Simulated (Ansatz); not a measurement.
Reaction (substitution at a C–S bond): `CCSSC` + `N=C(F)Cl` → `C/N=C(/F)Cl` + `CCSS`

Computed with Ansatz on PBE0-D4/def2-TZVP structures; ΔE is electronic, products minus reactants. CBS: MP2 limit from def2 TZ/QZ plus the TZ coupled-cluster correction, frozen cores. This one scheme is used for every species. DFT in def2-TZVPP. B3LYP here is the variant with VWN-RPA as its local correlation; programs differ in this. Each species was taken in one conformer, which may not be the lowest.

```json
{"level": "r2SCAN-D4", "ΔE (eV)": "0.24"}
{"level": "PBE0", "ΔE (eV)": "0.21"}
{"level": "B3LYP", "ΔE (eV)": "0.19"}
{"level": "HF/def2-TZVPP", "ΔE (eV)": "0.19"}
{"level": "CCSD/def2-TZVPP", "ΔE (eV)": "0.21"}
{"level": "CCSD(T)/def2-TZVPP", "ΔE (eV)": "0.22"}
{"level": "MP2/def2-QZVPP", "ΔE (eV)": "0.26"}
{"level": "HF/CBS(def2)", "ΔE (eV)": "0.19"}
```

(1) What does CCSD(T)/CBS give? (Best estimate.)

Largest T1 diagnostic among the species: 0.013.

## Answers

(1) Computed: +0.24 eV. The listed levels differ from it by 0.00, -0.03, -0.05, -0.05, -0.03, -0.02, 0.02, -0.05 eV.
